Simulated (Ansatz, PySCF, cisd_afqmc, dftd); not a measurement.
Species: C₂H₂, charge 0, singlet. C2H2 (SMILES C#C).
B3LYP-D3(BJ)/def2-TZVP minimum from Ansatz (a quantum-chemistry and plane-wave program):
```xyz
4

C      0.0000     0.0000    -0.5984
C      0.0000     0.0000     0.5984
H      0.0000     0.0000     1.6611
H      0.0000     0.0000    -1.6611
```
Charge 0, spin multiplicity 1.

Quantity: enthalpy of formation at 298 K (by atomisation, with ideal-gas terms from PySCF's Hessian at B3LYP-D3(BJ)/def2-TZVP and the atoms' measured values of the G2/97 table; no spin-orbit terms), in kJ/mol. Open shells are spin-unrestricted; no spin-orbit coupling. Correlated methods leave the cores frozen. Rows without X2C or -DK are non-relativistic. AFQMC is phaseless with a CISD trial state; ± is one standard error, without the phaseless bias. Outlying blocks are dropped, and bars are widened where a walk drifts. Over all cases where full CI ran beside it in this data, AFQMC minus full CI had a median of +0.1 mEh and passed +0.4 mEh in a tenth of the cases. CBS(X,Y): correlation extrapolated as X^-3, Hartree-Fock from the larger set (Q,5: extrapolated as (X+1)exp(-9√X)). A bracket is a step between two methods taken in the basis named. Functionals run without relativity, which enters their misses. 'core' is core correlation in cc-pwCVTZ, 'X2C' scalar relativity in cc-pVTZ-DK, both at CCSD(T). Where a partner has so few electrons that a lower coupled-cluster level is exact, that level stands in.

Measured: 54.6 kcal/mol, 228.3 kJ/mol (Active Thermochemical Tables 1.112 (ions: stationary electron), as tabulated in the package chemicals); atomic spin-orbit terms, which the calculations lack, would raise the computed values.

```tsv
level	program	enthalpy of formation at 298 K (kJ/mol)	error against that value
HF/cc-pV5Z	Ansatz	693.7	465.4
B3LYP-D4/def2-TZVPD	Ansatz + dftd4	235.4	7.1
PBE0-D4/def2-TZVPD	Ansatz + dftd4	232.3	4.0
wB97X-V/def2-TZVPD	Ansatz	250.1	21.8
MP2/CBS(cc-pVQZ,cc-pV5Z)	Ansatz	192.2	-36.1
CCSD/cc-pVTZ	Ansatz	312.1	83.8
CCSD(T)/cc-pVTZ	Ansatz	280.2	51.9
CCSDT(Q)/cc-pVDZ	Ansatz	375.4	147.1
CCSDT(Q)/cc-pVTZ	Ansatz	279.6	51.3
CCSDTQ/cc-pVDZ	Ansatz	375.7	147.4
AFQMC/CISD/cc-pVTZ	cisd_afqmc	279.3 ± 1.1	51.0
CCSD(T)/CBS(cc-pVQZ,cc-pV5Z) + [AFQMC/CISD - CCSD(T)]/cc-pVTZ + core + X2C	Ansatz + cisd_afqmc	229.0 ± 1.1	0.7
CCSD(T)/CBS(cc-pVQZ,cc-pV5Z) + [CCSDT(Q) - CCSD(T)]/cc-pVTZ + [CCSDTQ - CCSDT(Q)]/cc-pVDZ + core + X2C	Ansatz	229.6	1.3
```
